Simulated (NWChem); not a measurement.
# PBE0/def2-TZVPPD run of [NO2]− (nitrite)

Aim: the vertical singlet–triplet gap of [NO2]− (nitrite) at PBE0/def2-TZVPPD, from 2 runs. 

The calculation is run with NWChem 7.3.0.

3 further runs of the same task are left out: 2 that didn't finish, 1 set aside as unsound or not needed. Runs told in other sessions of the task aren't counted.

**1. The structure to begin with**

[NO2]−: 3 atoms, total charge -1, spin state singlet. SMILES: `O=N[O-]`. The coordinates come from a PBE0-D4/def2-TZVPD relaxation.

Bond lengths: O1–N2 1.245 Å, N2–O3 1.245 Å. Angles: O1–N2–O3 116.8°.

**2. Energy and forces at PBE0/def2-TZVPPD**

Input file geom.xyz:

```xyz
3
NO2 gradient
O      0.322840     0.992650     0.287620
N      0.325750    -0.245400     0.151990
O     -0.648590    -0.747260    -0.439610
```

Input file run.py:

```python
from ase.io import read
from ase.calculators.nwchem import NWChem

mol = read('geom.xyz')

calc = NWChem(
    label='geom',
    theory='dft',
    memory='2200 mb',
    basis='def2-TZVPPD',
    basispar='spherical bse',
    charge=-1,
    dft={'xc': 'pbe0', 'mult': '1', 'grid': 'fine', 'convergence': 'energy 1e-08', 'iterations': '100', 'mulliken': None},
)
mol.calc = calc

forces = mol.get_forces()
print(f"energy = {mol.get_potential_energy():.6f} eV")
print("forces (eV/A):")
for s, f in zip(mol.symbols, forces):
    print(f"{s:2s} {f[0]:10.5f} {f[1]:10.5f} {f[2]:10.5f}")
print("dipole (e A):", mol.get_dipole_moment().round(4))
```

The run is started by

```bash
$ export ASE_NWCHEM_COMMAND="nwchem PREFIX.nwi > PREFIX.nwo"
$ python run.py
```

Log:

```text
energy = -5579.091490 eV
forces (eV/A):
O     0.00026    0.00046    0.00021
N    -0.00026   -0.00015   -0.00015
O    -0.00000   -0.00031   -0.00005
dipole (e A): [ 0.0763 -0.0575  0.0356]
```

The calculator wrote geom.nwi:

```
title "geom"

permanent_dir geom

scratch_dir geom

start geom

geometry units angstrom nocenter noautosym noautoz
  O  3.2284000000000002e-01 9.9265000000000003e-01 2.8761999999999999e-01
  N  3.2574999999999998e-01 -2.4540000000000001e-01 1.5198999999999999e-01
  O  -6.4859000000000000e-01 -7.4726000000000004e-01 -4.3961000000000000e-01
end

charge -1

memory 2200 mb

basis spherical bse noprint
   * library def2-TZVPPD
end

dft
  xc pbe0
  mult 1
  grid fine
  convergence energy 1e-08
  iterations 100
  mulliken
end

task dft gradient
```

geom.nwo, cut to the lines that bear on the results:

```text
[...]
      One electron energy =     -413.707369671565
[... 1 line left out ...]
    Exchange-Corr. energy =      -23.992613946324
[... 6 lines left out ...]
                       DFT Final Molecular Orbital Analysis
[... 884 lines left out ...]
          Convergence on density requested:  1.00D-05
[...]
  wavefunction    = closed shell
                         DFT ENERGY GRADIENTS
    atom               coordinates                        gradient
                 x          y          z           x          y          z
   1 O       0.610079   1.875837   0.543523   -0.000005  -0.000009  -0.000004
   2 N       0.615578  -0.463739   0.287219    0.000005   0.000003   0.000003
   3 O      -1.225657  -1.412117  -0.830742    0.000000   0.000006   0.000001
[...]
```

Wall time 19 s (1 thread of Intel Xeon 6975P-C (Granite Rapids), shared host); peak memory 0.12 GiB.

**3. The triplet: the energy at UPBE0/def2-TZVPPD**

Input file sp.xyz:

```xyz
3
nitrite
O      0.322840     0.992650     0.287620
N      0.325750    -0.245400     0.151990
O     -0.648590    -0.747260    -0.439610
```

Input file sp.nw:

```
start sp
title "nitrite"
memory 2200 mb
charge -1

geometry noautosym nocenter noautoz
  load format xyz sp.xyz
end

basis "ao basis" spherical bse
  * library def2-TZVPPD
end

dft
  xc pbe0
  mult 3
  grid fine
  convergence energy 1e-08
  iterations 100
  mulliken
end

task dft
```

The run is started by

```bash
$ nwchem sp.nw > sp.out
```

Log:

```text
[...]
          Wavefunction type:  spin polarized.
          No. of atoms     :     3
          No. of electrons :    24
[...]
          Charge           :    -1
          Spin multiplicity:     3
[...]
          AO basis - number of functions:   117
[...]
              XC Information
              --------------
                         PBE0 Method XC Functional
                     Hartree-Fock (Exact) Exchange  0.250
          PerdewBurkeErnzerhof Exchange Functional  0.750
            Perdew 1991 LDA Correlation Functional  1.000 local
           PerdewBurkeErnz. Correlation Functional  1.000 non-local
[...]
 d= 0,ls=0.0,diis     1   -204.2550412082 -2.68D+02  4.44D-01  1.51D+00     1.9
[...]
 d= 0,ls=0.0,diis    13   -204.9413163969 -2.00D-09  4.32D-07  3.65D-10    21.3
[...]
         Total DFT energy =     -204.941316396876
      One electron energy =     -413.822685209090
           Coulomb energy =      169.375453751814
    Exchange-Corr. energy =      -24.046553243748
 Nuclear repulsion energy =       63.552468304147
[...]
      Total Density - Mulliken Population Analysis
     ---------------------------------------------
    Atom       Charge   Shell Charges
 -----------   ------   -------------------------------------------------------
    1 O    8     8.56   0.79  1.18  0.60  0.94  0.39  0.01  1.85  1.82  0.82  0.10  0.00  0.03  0.01  0.00
    2 N    7     6.88   0.82  1.15  0.57  0.76  0.15  0.14  1.47  1.35  0.28  0.02  0.13  0.03  0.01
    3 O    8     8.56   0.79  1.18  0.60  0.94  0.39  0.01  1.85  1.82  0.82  0.10  0.00  0.03  0.01  0.00
[...]
      <S2> =      2.0121 (Exact =     2.0000)
[...]
```

Run time: 22 s. Hardware: 1 thread of Intel Xeon 6975P-C (Granite Rapids), shared host; peak memory 0.12 GiB.

**4. What came out**

At PBE0/def2-TZVPPD:

```
                                                      quantity          value
                                         singlet: total energy  -205.02783 Eh
                                          singlet: HOMO energy       -0.08 eV
                                          singlet: LUMO energy        5.46 eV
singlet: HOMO–LUMO gap (to an unbound level, set by the basis)        5.54 eV
                             singlet: largest force on an atom     0.001 eV/Å
                                         triplet: total energy  -204.94132 Eh
                   triplet: HOMO energy (highest over α and β)        2.38 eV
                    triplet: LUMO energy (lowest over α and β)        3.30 eV
                                                 triplet: ⟨S²⟩          2.012
              vertical energy of the triplet above the singlet       2.354 eV
```

In words: At this shape the triplet lies 2.35 eV (54 kcal/mol) above the singlet. Mulliken charges (singlet) run from -0.48 on O1 to -0.04 on N2; in a basis this large or diffuse they mean little. Mulliken charges (triplet) run from -0.56 on O1 to +0.12 on N2; in a basis this large or diffuse they mean little. The HOMO (triplet) lies at positive energy, 2.38 eV, from the functional's self-interaction, a short basis or an electron that isn't bound; only total energies against the neutral tell.
